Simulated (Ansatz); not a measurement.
Sb2O3 (Pccn, No. 56), treated with rVV10 (Ansatz, a program for electronic structure, plane waves, PAW).

The run printed, among other lines:

```
Crystal: 20 atoms, lattice volume = 345.108 Å³
Basis set: ecut = 520 eV, 9337 PW (Γ), exchange–correlation on 80×90×192 points (8 copies of the dense FFT grid, shifted against one another)
Bands: 116, of which v1, the nominal top of the filled ones, is band 96 counted from 1 (95 counted from 0)
Symmetry: 8 space group operations
Space group: Pccn (ITA 56), of the structure as read, at distance tolerance 7.0e-5 Å
k-points: 60 of 192
Functional: x = rpw86, c = pbe(β = 0.06672455060314922) + rvv10(b = 6.3, C = 0.0093)
SCF iter   1: F=—  HF=-59106.409620 eV  |F-HF|=—  |Δ(HF+E_count)|=         —  Δρ=1.07e-2  dr2=2.32e-1
SCF iter   2: F=—  HF=-59106.347507 eV  |F-HF|=—  |Δ(HF+E_count)|=   6.21e-2  Δρ=3.46e-3  dr2=5.03e-2
  ...
SCF iter   8: F=—  HF=-59106.335899 eV  |F-HF|=—  |Δ(HF+E_count)|=   3.51e-8  Δρ=2.14e-6  dr2=1.53e-8
SCF iter   9: F=-59106.335899 eV  HF=-59106.335899 eV  |F-HF|=1.31e-10  |Δ(HF+E_count)|=  4.66e-10  Δρ=3.48e-7  dr2=4.37e-10
SCF 1 converged in 9 iterations: F = -59106.335899 eV  dr2 = 4.37e-10
SCF converged after 9 iterations
Free energy (F): -59106.335899 eV
Internal energy: -59106.335899 eV  (E = F + TS)
E sigma→0 (E₀):  -59106.335899 eV
Fermi energy:    8.386491 eV
--- Forces (eV/Å), atoms counted from 1 ---
  atom   1  Sb    -0.00004009     0.00046894     0.00081335
  atom   2  Sb    -0.00004009    -0.00046894    -0.00081335
  atom   3  Sb     0.00004009    -0.00046894     0.00081335
  atom   4  Sb     0.00004009     0.00046894    -0.00081335
  atom   5  Sb     0.00004009    -0.00046894    -0.00081335
  atom   6  Sb     0.00004009     0.00046894     0.00081335
  atom   7  Sb    -0.00004009     0.00046894    -0.00081335
  atom   8  Sb    -0.00004009    -0.00046894     0.00081335
  atom   9  O      0.00000000     0.00056024    -0.00000000
  atom  10  O      0.00000000    -0.00056024     0.00000000
  atom  11  O      0.00000000    -0.00056024    -0.00000000
  atom  12  O      0.00000000     0.00056024     0.00000000
  atom  13  O      0.00070246    -0.00084791     0.00019647
  atom  14  O      0.00070246     0.00084791    -0.00019647
  atom  15  O     -0.00070246     0.00084791     0.00019647
  atom  16  O     -0.00070246    -0.00084791    -0.00019647
  atom  17  O     -0.00070246     0.00084791    -0.00019647
  atom  18  O     -0.00070246    -0.00084791     0.00019647
  atom  19  O      0.00070246    -0.00084791    -0.00019647
  atom  20  O      0.00070246     0.00084791     0.00019647
--- Stress (GPa, compression-positive) ---
       -0.004026       0.000000       0.000000
        0.000000       0.002489       0.000000
        0.000000       0.000000      -0.004143
  P = ⅓ Tr σ = -0.0019 GPa (-0.019 kbar)
```

**Question.** Write an input file that could have produced this run (the log leaves some choices open).

**Answer.** Several could match; the one computed here: 
Ansatz 0.2 input:
```yaml
crystal:
  lattice:
    - [4.9370857388, 0.0, 0.0]
    - [0.0, 5.5389680077, 0.0]
    - [0.0, 0.0, 12.6198919789]
  atoms:
    - { symbol: Sb, position: [0.5384009023, 0.1759353159, 0.6270408881] }
    - { symbol: Sb, position: [0.0384009023, 0.3240646841, 0.3729591119] }
    - { symbol: Sb, position: [0.4615990977, 0.3240646841, 0.1270408881] }
    - { symbol: Sb, position: [0.9615990977, 0.1759353159, 0.8729591119] }
    - { symbol: Sb, position: [0.4615990977, 0.8240646841, 0.3729591119] }
    - { symbol: Sb, position: [0.9615990977, 0.6759353159, 0.6270408881] }
    - { symbol: Sb, position: [0.5384009023, 0.6759353159, 0.8729591119] }
    - { symbol: Sb, position: [0.0384009023, 0.8240646841, 0.1270408881] }
    - { symbol: O, position: [0.75, 0.0125819505, 0.75] }
    - { symbol: O, position: [0.25, 0.4874180495, 0.25] }
    - { symbol: O, position: [0.25, 0.9874180495, 0.25] }
    - { symbol: O, position: [0.75, 0.5125819505, 0.75] }
    - { symbol: O, position: [0.6456756965, 0.8506179457, 0.5578306925] }
    - { symbol: O, position: [0.1456756965, 0.6493820543, 0.4421693075] }
    - { symbol: O, position: [0.3543243035, 0.6493820543, 0.0578306925] }
    - { symbol: O, position: [0.8543243035, 0.8506179457, 0.9421693075] }
    - { symbol: O, position: [0.3543243035, 0.1493820543, 0.4421693075] }
    - { symbol: O, position: [0.8543243035, 0.3506179457, 0.5578306925] }
    - { symbol: O, position: [0.6456756965, 0.3506179457, 0.9421693075] }
    - { symbol: O, position: [0.1456756965, 0.1493820543, 0.0578306925] }
basis:
  ecutwfc: 520
  ecutrho_ratio: 4
  xc_grid: 2
kpoints:
  mp_grid: { grid: [8, 6, 4] }
  band_path:
    path:
      - [0.0, 0.0, 0.0]
      - [0.083333, 0.0, 0.0]
      - [0.166667, 0.0, 0.0]
      - [0.25, 0.0, 0.0]
      - [0.333333, 0.0, 0.0]
      - [0.416667, 0.0, 0.0]
      - [0.5, 0.0, 0.0]
      - [0.5, 0.0, 0.5]
      - [0.416667, 0.0, 0.5]
      - [0.333333, 0.0, 0.5]
      - [0.25, 0.0, 0.5]
      - [0.166667, 0.0, 0.5]
      - [0.083333, 0.0, 0.5]
      - [0.0, 0.0, 0.5]
      - [0.0, -0.1, 0.0]
      - [0.0, -0.2, 0.0]
      - [0.0, -0.3, 0.0]
      - [0.0, -0.4, 0.0]
      - [0.0, -0.5, 0.0]
      - [0.083333, -0.5, 0.0]
      - [0.166667, -0.5, 0.0]
      - [0.25, -0.5, 0.0]
      - [0.333333, -0.5, 0.0]
      - [0.416667, -0.5, 0.0]
      - [0.5, -0.5, 0.0]
      - [0.5, -0.5, 0.5]
      - [0.416667, -0.5, 0.5]
      - [0.333333, -0.5, 0.5]
      - [0.25, -0.5, 0.5]
      - [0.166667, -0.5, 0.5]
      - [0.083333, -0.5, 0.5]
      - [0.0, -0.5, 0.5]
      - [0.5, -0.1, 0.0]
      - [0.5, -0.2, 0.0]
      - [0.5, -0.3, 0.0]
      - [0.5, -0.4, 0.0]
      - [0.0, -0.1, 0.5]
      - [0.0, -0.2, 0.5]
      - [0.0, -0.3, 0.5]
      - [0.0, -0.4, 0.5]
      - [0.5, -0.1, 0.5]
      - [0.5, -0.2, 0.5]
      - [0.5, -0.3, 0.5]
      - [0.5, -0.4, 0.5]
    npoints: 1
hamiltonian:
  xc: { exchange: rpw86, correlation: pbe }
  dispersion: rvv10
  pseudopotentials: { kind: paw }
scf:
  occupations: { method: fermi_dirac, width: 0.01 }
  convergence: { dr2_threshold: 0.000000002 }
output:
  forces: true
  stress: true
  eigenvalues: true
  write_bands: true
```

The PAW data were made under PBE.

Cost on a shared machine: very roughly 5 core-minutes.
